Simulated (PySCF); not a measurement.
Assigning NMR signals

Cartesian coordinates in Å; atom numbers follow the order of the lines, from 1:
```xyz
12

N     2.0183    0.5174    0.4974
C     1.1947    0.7920   -0.4279
C    -0.1829    0.2649   -0.6296
C    -0.5673   -1.0884   -0.0884
C    -1.1075    0.1345    0.5614
H     1.6235   -0.1737    1.1483
H     1.5242    1.5252   -1.1845
H    -0.6476    0.5670   -1.5719
H     0.2134   -1.6526    0.4320
H    -1.2362   -1.7030   -0.6956
H    -0.6936    0.4319    1.5299
H    -2.1606    0.3892    0.4194
```

PySCF 2.14.0 with density-fitted response routines calculation with J: B3LYP/pcJ-1 (spin–dipole term only in couplings to heteroatoms), PBE0-D3(BJ)/def2-SVP structure and shielding tensors at PBE0/pcSseg-1 (GIAO); no solvent, fast rotation and ring inversion assumed for equivalent nuclei, relativity neglected, a single conformation.

Referencing at the same level of theory: TMS for ¹³C, ¹H.

Question: Assign these signals to the numbered atoms. ¹³C{¹H} NMR (computed): δ 181.3, 15.0, 12.0.

Answer: 
| δ (ppm) | atoms | environment | reason |
| --- | --- | --- | --- |
| 181.3 | C2 | C=N carbon | – |
| 15.0 | C3 | three-membered-ring carbon | carbons of three-membered rings are unusually shielded |
| 12.0 | C4/C5 | three-membered-ring carbon | – |

Question: Assign these signals to the numbered atoms. ¹H NMR (600 MHz, computed): δ 9.33 (br s, 1H), 8.29 (d, J = 4.7 Hz, 1H), 1.21 (ttd, J = 9.3, 5.5, 4.7 Hz, 1H), 0.85 (m, 2H), 0.52 (m, 2H).

Answer: 
9.33 → H6, hydrogen on an imine nitrogen: exchangeable, gas-phase position
8.29 → H7, hydrogen on a C=N carbon
1.21 → H8, hydrogen on a three-membered-ring carbon: cyclopropane-type protons are shielded by the ring
0.85 → H10/H12, hydrogen on a three-membered-ring carbon
0.52 → H9/H11, hydrogen on a three-membered-ring carbon

The OH or NH signal is concentration- and solvent-dependent in practice; the value given is the gas-phase one. Splittings below 1 Hz are ignored in the labels, and close J values are merged. Couplings among chemically equivalent protons are left out too, so labels in AA′BB′ or AA′XX′ sets are apparent multiplicities. Unscaled 3J(H,H) at this level run about 10 % above measured values. Shifts are as computed. Against solution values, carbons near 30 ppm lie about +2 ppm off and those near 130 ppm about +5 ppm. Of 1211 compounds with measured shifts, 218 miss one by over three times the rms of a fit or turn the order of signals round; such compounds aren't used in these exercises. Couplings across =CH–CH2 type bonds come from one rotamer and its mirror image, and can be 1–2 Hz further off. Couplings to exchangeable protons are dropped. Only one conformer was computed, so three-bond couplings in flexible chains and rings are approximate.
